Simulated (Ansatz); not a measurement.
# CHOSi− (SMILES OC#[Si-]): single points off equilibrium

The task here is to estimate one member of a computed series from the others.

Program: Ansatz 0.2.0, Gaussian basis. Level of theory: single points in def2-TZVPPD. These are calculated values, not measurements.

Correlated methods freeze the cores.

### Where the work starts

SMILES `OC#[Si-]`, 4 atoms, charge -1, spin multiplicity 1.

Atoms are counted from 1 here; the program's logs count them from 0.

Bond lengths: O1–C2 1.337 Å, O1–H4 0.958 Å, C2–Si3 1.672 Å. Angles: C2–O1–H4 107.0°, O1–C2–Si3 155.0°.

Geometry (Å):

```xyz
4
CHOSi
O    -0.87636    0.40396   -0.45546
C     0.18025   -0.15150    0.14722
Si    1.00400   -1.36837    0.94452
H    -0.55098    1.14994   -0.96017
```

Set-up of the first run:

File run/in.yaml:

```yaml
crystal:
  periodic: [false, false, false]
  atoms:
    - {symbol: O, position_ang: [-0.876357, 0.403962, -0.455463]}
    - {symbol: C, position_ang: [0.180249, -0.151501, 0.147223]}
    - {symbol: Si, position_ang: [1.004002, -1.368375, 0.944517]}
    - {symbol: H, position_ang: [-0.550981, 1.149943, -0.960173]}
basis:
  gaussian: {orbitals: "def2-TZVPPD.json"}
total_charge: -1
hamiltonian: {xc: pbe, dispersion: d4}
output: {forces: true}
```

The basis file named in the input lies beside it (Basis Set Exchange, JSON).

On the command line:

```
> ansatz run in.yaml --threads 2 --pin off --events-out ev --progress --plain --max-ram 3481MiB
```

Among the steps run: PBE-D4/def2-TZVPPD; r2SCAN-D4/def2-TZVPPD; PBE0-D4/def2-TZVPPD; wB97M-V/def2-TZVPPD; CCSD(T)/def2-TZVPPD.

One of the session's tables, all rows but one given; the rest of the session is left out.

```
   method  RMS force component (eV/Å)  angle to CCSD(T) forces (°)
   PBE-D4                       0.661                         22.2
r2SCAN-D4                           ?                            ?
  PBE0-D4                       0.673                         29.7
  wB97M-V                       0.891                         26.9
  CCSD(T)                       0.757                    reference
```

Q: Estimate the row for r2SCAN-D4 from the others.

The run gave: RMS force component (eV/Å): 0.660; angle to CCSD(T) forces (°): 21.9. In the column «RMS force component (eV/Å)» it is the lowest.

Limits of these values: The anion's highest level is positive in at least one run, so there the basis alone may hold the extra electron.
